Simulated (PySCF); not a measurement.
BCl was optimised in PySCF in the def2-SVP basis family (density fitting, no spin–orbit coupling) with several functionals.

One of them gave a singlet of C∞v symmetry with a mean bond of 1.723 Å to B, wavenumbers 847 cm⁻¹ and a HOMO–LUMO gap of 5.14 eV.

Problem. Which level of theory was it?
A. PBE
B. B3LYP
C. PBE0

Solution. B. That is B3LYP, with B–Cl 1.723 Å. The others give PBE 1.734 Å and 826 cm⁻¹ for the highest mode; PBE0 1.719 Å and 860 cm⁻¹ for the highest mode.

The structures come from searches over a few start shapes, so lower isomers are not excluded.
